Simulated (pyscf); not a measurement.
This saddle point was located with ωB97X-D3(BJ)/def2-SVP in PySCF.

```xyz
10

C      0.7506    -1.8196     0.8245
Sn     0.2948     0.2716     1.1938
H      0.3082    -2.4405     1.6207
H      0.3663    -2.1560    -0.1490
H      1.8422    -1.9703     0.8525
H      0.3546     1.7768    -0.2056
H      1.0427     0.4151     2.7752
H     -1.4609     1.2226     0.7020
H     -1.4145     1.9582     0.0233
H     -0.5080     2.2348    -0.4297
```
Charge 0, spin multiplicity 1.

Surface: singlet, charge 0. Lowest wavenumbers (cm⁻¹): 1916i, 41, 95, 195, 426.

Problem. Name the species on either side of this saddle.

Solution. H₃C–SnH₃ (SMILES [CH3][SnH3]) + H₂ (SMILES [H][H]) <-> H₃C–SnH: (SMILES [CH3][SnH]) [singlet] + H₂ (SMILES [H][H]) + H₂ (SMILES [H][H]), a multi-bond step read from left to right: H–Sn, H–Sn, H–H broken and H–H, H–H formed. At ωB97M-D3(BJ)/def2-TZVP it lies +63.9 kcal/mol from the left side and +41.7 kcal/mol from the right (each side as separated species at their lowest minima found). One saddle was located; it need not be the lowest between these sides. Elements past Kr carry the def2 core potentials, without spin-orbit coupling.
